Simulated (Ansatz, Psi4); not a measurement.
# HOCN (cyanic acid): a line through the functionals

HOCN has 4 atoms, charge 0, and is taken as a singlet. As SMILES, `N#CO`. Geometry: relaxed at PBE0-D4/def2-TZVP.

The electronic atomisation energy y, in eV, basis cc-pVTZ; a is the functional's share of exact exchange. Programs: Ansatz 0.2.0, Psi4 1.11.

| functional | program | a | y (eV) |
| --- | --- | --- | --- |
| PBE | Psi4 | 0 | 18.81 |
| revPBE | Psi4 | 0 | 17.98 |
| TPSSh | Psi4 | 0.1 | 17.39 |
| B3LYP | Psi4 | 0.2 | 17.73 |
| PBE0 | Psi4 | 0.25 | ? |
| r2SCAN0 | Ansatz | 0.25 | 16.91 |
| BHLYP | Psi4 | 0.5 | 16.42 |

Problem. Fit y = c + s·a to the known rows and predict PBE0.

Solution. 
1. Means of the 6 rows: a = 0.1750, y = 17.540.
2. Σ(Δa)² = 0.17875, Σ(Δa·Δy) = -0.6945, so the slope is -0.6945/0.17875 = -3.8853.
3. Intercept: 17.540 − (-3.8853) × 0.1750 = 18.220. The largest residual of the fit is 0.59.
4. PBE0: 18.220 + (-3.8853) × 0.25 = 17.25 eV.

The run gave 17.78 eV, so the prediction is off by -0.53 eV, within the largest residual. The rows mix families of semi-local functionals, which the line can't see.
